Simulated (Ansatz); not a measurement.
System (SMILES): O (H2O).
Atoms: O1, H2, H3. Bonds: O1-H2, O1-H3.

Basis-set convergence of the highest harmonic wavenumber at CCSD(T) with Ansatz (an electronic-structure program). Each level at its own minimum, finite differences of forces, unscaled; the reference is a large set that could be run, not a limit. All functions are spherical. Cores are frozen. Core-valence sets carry the plain set on hydrogen. No added dispersion term, no relativity. Reference: the value in def2-QZVPP, 3955 cm⁻¹, itself unsure by roughly 19 cm⁻¹ (its mean distance from cc-pVQZ, aug-cc-pVTZ, def2-TZVPPD).

| basis | functions | highest harmonic wavenumber (cm⁻¹) |
|---|---|---|
| def2-SVP | 24 | 3971 |
| 6-311G** | 30 | 3971 |
| def2-TZVP | 43 | 3912 |
| cc-pVTZ | 58 | 3945 |
| def2-TZVPP | 59 | 3947 |
| cc-pCVTZ | 71 | … |
| 6-311++G(3df,3pd) | 75 | … |
| aug-cc-pVTZ | 92 | 3920 |
| cc-pVQZ | 115 | 3951 |

What belongs in the gaps?


- cc-pCVTZ, highest harmonic wavenumber (cm⁻¹): 3938
- 6-311++G(3df,3pd), highest harmonic wavenumber (cm⁻¹): 3959
